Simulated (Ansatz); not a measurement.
Process, species as SMILES: N#C (CH-N) + 3 [H][H] (H2) → C (CH4) + N (NH3)
B3LYP-D3(BJ)/def2-TZVP geometries, fixed; electronic energies without zero-point terms.

Basis-set convergence of the energy of full hydrogenation at HF with Ansatz (an electronic-structure program). Cartesian d functions, on some or all atoms, in 6-31G*; all else is spherical. No added dispersion term, no relativity. Functions are those of the species that has most. Reference: the value in aug-cc-pVQZ, -78.00 kcal/mol, itself unsure by roughly 0.07 kcal/mol (its mean distance from def2-QZVPPD, pcseg-3, def2-QZVPP). Deviations are taken from unrounded values.

```
basis              functions  energy of full hydrogenation (kcal/mol)  minus reference (kcal/mol)
-----------------  ---------  ---------------------------------------  --------------------------
STO-3G                    11                                   -97.93                      -19.94
pcseg-0                   20                                   -81.16                       -3.16
def2-SV(P)                30                                   -72.50                        5.50
6-31G*                    32                                   -78.06                       -0.07
cc-pVDZ                   34                                   -77.90                        0.10
def2-SVP                  34                                   -81.79                       -3.79
def2-SVPD                 52                                   -85.55                       -7.55
aug-cc-pVDZ               59                                   -81.88                       -3.89
6-311++G(2d,2p)           67                                   -79.64                       -1.64
def2-TZVP                 68                                   -76.26                        1.74
def2-TZVPD                83                                   -76.77                        1.22
cc-pVTZ                   86                                   -77.42                        0.58
jun-cc-pV(T+d)Z           95                                   -78.46                       -0.46
6-311++G(3df,3pd)        111                                   -77.81                        0.19
aug-cc-pVTZ              138                                   -78.34                       -0.35
aug-pcseg-2              138                                   -78.53                       -0.53
cc-pVQZ                  175                                   -77.55                        0.45
aug-cc-pVQZ              264                                   -78.00                        0.00
```
